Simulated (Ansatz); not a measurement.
## Relaxing a trial structure of CH4AlMg

The starting geometry of this gas-phase doublet was optimised with GFN2-xTB.

| atom | x (Å) | y (Å) | z (Å) |
| --- | --- | --- | --- |
| C | -0.7408 | -0.8395 | -0.2416 |
| Al | 0.8090 | 0.2752 | -0.0471 |
| Mg | 0.4893 | -2.6609 | 0.2902 |
| H | -1.1851 | -1.0107 | -1.2344 |
| H | 2.2530 | -0.3525 | 0.2305 |
| H | 0.9696 | 1.8295 | -0.1158 |
| H | -1.5543 | -0.7907 | 0.5003 |

Question: Predict what becomes of its bonds when it is optimised with B3LYP/6-31G*.

Answer: A bond breaks, leaving `[Mg][CH2][AlH2]`. Contacts that open: Al2–Mg3 (2.97 → 3.42 Å).

The energy falls by 0.49 eV over 14 steps:

```
step  E − E(last) (eV)
   1             0.491
   2             0.328
   4             0.261
   5             0.211
   7             0.131
   8             0.062
  10             0.005
  11             0.003
  13             0.000
  14             0.000
```

Final geometry (Å):

```yaml
atoms:
  - { symbol: C, position_ang: [-0.5063, -0.9418, -0.2973] }
  - { symbol: Al, position_ang: [0.9054, 0.3439, -0.1098] }
  - { symbol: Mg, position_ang: [-0.3779, -2.6050, 1.0602] }
  - { symbol: H, position_ang: [-0.5301, -1.4757, -1.2584] }
  - { symbol: H, position_ang: [2.2833, 0.1590, -0.8965] }
  - { symbol: H, position_ang: [0.7795, 1.5407, 0.9407] }
  - { symbol: H, position_ang: [-1.5133, -0.5708, -0.0568] }
```

Frequencies at the end are all real (lowest 130 cm⁻¹). Open shells are spin-unrestricted. Run with Ansatz 0.2.0, 57 s on 1 thread of Arm Neoverse V1 (shared host).
